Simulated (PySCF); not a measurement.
# C2H3PS: the cost of one run

Programs: PySCF 2.14.0, with routines of our own; each step states its level. All values are computed. Atoms count from 0.

## 1. The starting structure

7 atoms, charge 0, multiplicity 1; geometry from: GFN2-xTB.

## 2. Magnetic properties: GIAO wB97X-D/pcSseg-1

The job: settings as JSON, then the geometry in Å.

```
{"job": {"kind": "mag", "xc": "wB97X-D", "basis": "pcSseg-1", "isotopologues": 4}, "charge": 0, "multiplicity": 1}
S      2.054239     0.242279     1.558335
P      0.908775    -0.069845     0.036243
C     -0.816938    -0.605531     0.052486
C     -0.702874     0.677488    -0.294563
H      1.441336    -0.449025    -1.193398
H     -1.568785    -1.328708     0.294671
H     -1.312420     1.538245    -0.480851
```

Method: GIAO wB97X-D/pcSseg-1 magnetisability, rotational g tensor and spin-rotation constants, non-relativistic, gas phase.

Started as:

```sh
$ OMP_NUM_THREADS=1 python excited_run.py task.json out
```

One launch serves the whole session: the jobs run in the order shown.

**Question.** How long does this run take on 1 thread of Arm Neoverse V2, shared host?

About 7.3 s.
